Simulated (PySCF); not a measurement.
All values below come from PBE-D3(BJ)/def2-TZVP // B3LYP-D3(BJ)/def2-TZVP run with PySCF. Gas-phase values, no solvent. Excitations are Tamm–Dancoff values on a coarser integration grid. The basis has no diffuse functions, so Rydberg states are missing or too high.

Reference species (SMILES): `C#C` (neutral, multiplicity 1).

```json
{
  "HOMO–LUMO gap": "6.99 eV",
  "S1 excitation (TDA)": "6.99 eV"
}
```

Changed species: `C#C[SiH3]` (X = silyl; the reference has X = H).

### Question
What does the change do to the HOMO–LUMO gap and S1 excitation (TDA)?

### Answer
the HOMO–LUMO gap drops by 0.92 eV, to 6.07 eV; the S1 excitation (TDA) falls by 0.92 eV, to 6.07 eV.
